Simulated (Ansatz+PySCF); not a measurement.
Two shapes of singlet C₂H₄.

Shape 1:

```xyz
6

C     0.0000    0.0000   -0.6653
C     0.0000    0.0000    0.6653
H     0.0000   -0.9311   -1.2403
H     0.0000    0.9311   -1.2403
H     0.0000   -0.9311    1.2403
H     0.0000    0.9311    1.2403
```

Shape 2:

```xyz
6

C     0.0000    0.0000   -0.7185
C     0.0000    0.0000    0.7185
H     0.0000   -1.0056   -1.3395
H     0.0000    1.0056   -1.3395
H     0.0000   -1.0056    1.3395
H     0.0000    1.0056    1.3395
```

Basis set: def2-SVP (spherical functions). Correlated methods keep 2 orbitals frozen. Charge 0, multiplicity 1.

Computed with Ansatz (development build ahead of 0.2.0); each method stands on the lowest determinant of its kind that the runs found.

Which shape is lower in energy, and by how much in each method?

| method | E(2) − E(1) (eV) |
| --- | --- |
| RHF | 1.035 |
| UHF-MP2 | 1.254 |
| RHF-CCSD | 0.727 |
| UHF-CCSD | 0.755 |
| RHF-CCSD(T) | 0.670 |

Shape 1 is lower. Caution for UHF-MP2, UHF-CCSD: the unrestricted determinant is spin contaminated; the determinant breaks the point group. Caution for UHF-MP2: another reference gives a lower total.
